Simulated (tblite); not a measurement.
Compound: C5H3O (doublet state).
Geometry (GFN2-xTB, Å), atoms numbered from 1 in this order:
```
atom  x, y, z in Å
C1     2.6919   -0.1948   -0.0943
C2     1.5185    0.0894   -0.3194
C3     0.1385    0.2791   -0.0660
C4    -0.8042   -0.8812    0.0102
C5    -0.1486    1.5509    0.1266
O6    -0.2928    2.6959    0.2245
H7    -0.7274   -1.4785   -0.8970
H8    -1.8278   -0.5381    0.1370
H9    -0.5345   -1.5169    0.8533
```

Level: GFN2-xTB in tblite, geometry and Hessian alike; calculated harmonic values, unscaled, isolated species. The method is semi-empirical: single wavenumbers can be off by several per cent or more. One conformer, not necessarily the lowest. Open shells enter through the occupations alone, without spin polarisation, and single modes of such species can be off by tens of per cent.

Harmonic wavenumbers (cm⁻¹): 55.0, 96.4, 196.0, 216.1, 380.0, 394.0, 462.4, 571.4, 767.6, 992.0, 1023.9, 1212.7, 1342.1, 1390.0, 1452.1, 1469.2, 1841.2, 2235.1, 3009.1, 3027.9, 3047.5.

A = 5344, B = 3242, C = 2056 MHz; mass 79.018 u (most abundant isotopes); point group C1, symmetry number 1; spin multiplicity 2.

**Question.** Zero-point energy?

**Answer.** ½Σν̃ = 12591 cm⁻¹ = 150.62 kJ/mol.

**Question.** Entropy at 500 K, 1 bar (ideal gas, RRHO, classical rotation)?

**Answer.** Translation 174.10, rotation 117.76, vibration 107.01, spin (R ln 2) 5.76: S = 404.6 J/(mol K).

**Question.** And Cp and H(500 K) − H(0)?

**Answer.** Cp = 124.18 J/(mol K), of which vibrations give 90.93 (their classical limit is 21 R = 174.6); H(500 K) − H(0) = 42.67 kJ/mol without the zero-point energy, 26.04 from vibrations.

**Question.** How do the functions run with temperature in this model?

**Answer.** 
| T (K) | S (J/(mol K)) | Cp (J/(mol K)) | H − H(0) (kJ/mol) | G − H(0) (kJ/mol) | ln q(vib) |
| --- | --- | --- | --- | --- | --- |
| 50 | 228.7 | 46.2 | 1.92 | -9.51 | 0.30 |
| 100 | 264.9 | 59.3 | 4.57 | -21.92 | 1.01 |
| 298.15 | 347.9 | 96.4 | 20.28 | -83.45 | 3.93 |
| 373.15 | 370.8 | 107.6 | 27.94 | -110.41 | 4.96 |
| 750 | 459.9 | 148.7 | 76.98 | -267.98 | 9.56 |
| 1000 | 505.1 | 165.0 | 116.33 | -388.78 | 12.19 |

q(vib) and H(0) count from the zero-point level.

**Question.** Which modes carry the vibrational entropy at 500 K?

**Answer.** 55.0 cm⁻¹: 23.65; 96.4 cm⁻¹: 19.00; 196.0 cm⁻¹: 13.19; 216.1 cm⁻¹: 12.40; 380.0 cm⁻¹: 7.97; 394.0 cm⁻¹: 7.70 J/(mol K); the other 15 give 23.09 together.

**Question.** What must be added to the electronic energy to get the Gibbs energy at 500 K and 1 bar?

**Answer.** ZPE + [H(500 K) − H(0)] − T·S = 150.62 + 42.67 − 202.31 = -9.02 kJ/mol.

Hindered rotation and anharmonicity are outside this model. Other conformers, if any are populated, would add a mixing term that is left out.

On one thread, Arm Neoverse V1 (aarch64), no GPU, shared host with 32 logical CPUs at a one-minute load of 10, this took 0.15 s. This covers the Hessian and the dipole derivatives.
